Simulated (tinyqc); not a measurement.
Worked calculation: UHF in the sto-3g basis, for OH+, spin multiplicity 3. One step of it, computed by the program tinyqc.

Question. Iteration 2: DIIS coefficients. Solve [B -1; -1 0][c; lambda] = [0; -1] for the coefficients, which sum to one.

B (overlaps of the stored error matrices):
```
               1              2
1  9.8103859e-01  2.2447744e-01
2  2.2447744e-01  5.4234396e-02
```

Give: DIIS coefficients.

Answer.

DIIS coefficients: -0.2904  1.2904
